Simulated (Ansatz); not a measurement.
# Structure relaxation of Cd

Theory: Ansatz 0.2.0, DFT r2SCAN, scalar-relativistic, plane waves, PAW. Cutoff 500 eV, Γ-centred k mesh, Gaussian smearing, no spin polarisation in the final step.

This is the end of a relaxation of cell and atoms.

```
CELL_PARAMETERS angstrom
0.00000 2.58700 6.25069
1.45340 0.00000 6.25069
1.45340 2.58700 0.00000
ATOMIC_POSITIONS crystal
Cd 0.86853 0.86853 0.13147
Cd 0.13147 0.13147 0.86853
```

Energies count from the standard state of Cd at the same level.

Task: What space group does it have?

Result: Fmmm (No. 69). Conventional cell: a = 2.907 Å, b = 5.174 Å, c = 12.501 Å. Around Cd lie 6 Cd at 2.91–2.97 Å and 3 Cd at 3.29–3.30 Å.

Task: How far above the standard state of Cd does it lie?

Result: 0.06 eV/atom.

Task: Is it a metal?

Result: Yes, bands cross the Fermi level on the 20×20×20 mesh.

The final run used a 20×20×20 mesh on its 2-atom cell and 0.10 eV smearing. For metals, differences of a few meV/atom aren't resolved. The cell came from a trial start, so Cd may not exist in this structure.